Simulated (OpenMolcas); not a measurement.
OpenMolcas timings: CH4BS (SMILES [BH]SC)

CH4BS has 7 atoms, charge 0, and is taken as a doublet. As SMILES, `[BH]SC`. Geometry: relaxed at GFN2-xTB. This is one conformer, not always the lowest.

| atom | x (Å) | y (Å) | z (Å) |
| --- | --- | --- | --- |
| B | 0.0000 | 0.0000 | 0.0000 |
| S | 0.0000 | 0.0000 | 1.6997 |
| C | 1.7976 | 0.0000 | 2.1989 |
| H | -0.9098 | -0.0009 | -0.7144 |
| H | 2.2426 | -0.9452 | 1.9082 |
| H | 2.3018 | 0.8285 | 1.7153 |
| H | 1.8236 | 0.1136 | 3.2766 |

Program: OpenMolcas 26.06. Hardware: 1 thread of Arm Neoverse V1, shared host, so times are rough. Two-electron integrals are exact unless an approximation is named.

Q: Estimate their order by wall time, quickest first.
A. gradient at UB3LYP/6-31G* (spherical functions), grid UltraFine
B. gradient at UHF/3-21G
C. energy and properties at UKT3/ANO-L-MB (C-PCM dichloroethane)
D. gradient at UBP86/def2-TZVP, grid UltraFine

A: B (2.4 s), C (7.5 s), A (27 s), D (92 s).
